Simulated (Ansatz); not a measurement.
**Counterpoise correction, worked out**

The pair of H$_{2}$S (SMILES S, atoms 1–3) and C$_{2}$H$_{4}$ (SMILES C=C, atoms 4–9), both closed shells, in one local arrangement (a lower one may exist), relaxed at PBE0-D4/def2-TZVP:

```xyz
9
angstrom
S -0.5551 0.3132 -2.7059
H -0.3461 0.1779 -1.3841
H 0.7084 -0.0296 -2.9984
C 0.2046 0.5614 1.2179
C -0.1405 -0.7151 1.1437
H -0.5329 1.3437 1.3616
H 1.2395 0.8771 1.1400
H 0.5974 -1.4974 1.0020
H -1.1751 -1.0310 1.2235
```

Computed with Ansatz 0.2.0 (basis: def2-TZVPPD); correlated methods freeze the cores.

CCSD(T) total energies in eV:

| system | geometry | basis functions | energy |
| --- | --- | --- | --- |
| pair | pair | all | -12990.09912 |
| H$_{2}$S | as in the pair | all (partner as ghosts) | -10855.53946 |
| C$_{2}$H$_{4}$ | as in the pair | all (partner as ghosts) | -2134.50623 |
| H$_{2}$S | as in the pair | its own | -10855.52930 |
| C$_{2}$H$_{4}$ | as in the pair | its own | -2134.49631 |
| H$_{2}$S | free (PBE0-D4 minimum) | its own | -10855.52983 |
| C$_{2}$H$_{4}$ | free (PBE0-D4 minimum) | its own | -2134.49516 |

Task: Work out the interaction energy with and without the counterpoise correction, the superposition error, and the binding energy from the relaxed fragments.

Result: Without correction: -12990.09912 − (-10855.52930) − (-2134.49631) = -0.07351 eV.
With correction (each fragment in the whole basis): -12990.09912 − (-10855.53946) − (-2134.50623) = -0.05343 eV = -1.23 kcal/mol.
The superposition error is the difference, 0.02008 eV, 27 % of the uncorrected value: each fragment borrows its partner's functions.
Deformation from the free shapes: 0.00053 eV for H$_{2}$S and -0.00115 eV for C$_{2}$H$_{4}$ (a small negative value is possible, since the free shapes are minima of another method).
Binding energy from relaxed fragments: -0.05343 + 0.00053 + (-0.00115) = -0.05405 eV = -1.25 kcal/mol (electronic, without zero-point energy; negative means bound). For comparison, the corrected interaction energy by CCSD(T) at an estimated basis limit (MP2 extrapolated from triple and quadruple zeta, plus CCSD(T) − MP2 in triple zeta) is -0.064 eV; triple zeta with the correction binds less.

T1 diagnostic: at most 0.011.

For scale, one of the runs: CCSD(T)/def2-TZVPPD, 227 basis functions, launched by `ansatz run in.yaml --threads 4 --pin off --events-out ev --progress --plain --max-ram 9574MiB`. Time: 26 s of wall clock on 4 CPU threads of an Intel Xeon Platinum 8488C; the host was shared. Peak host memory: 3.7 GiB.
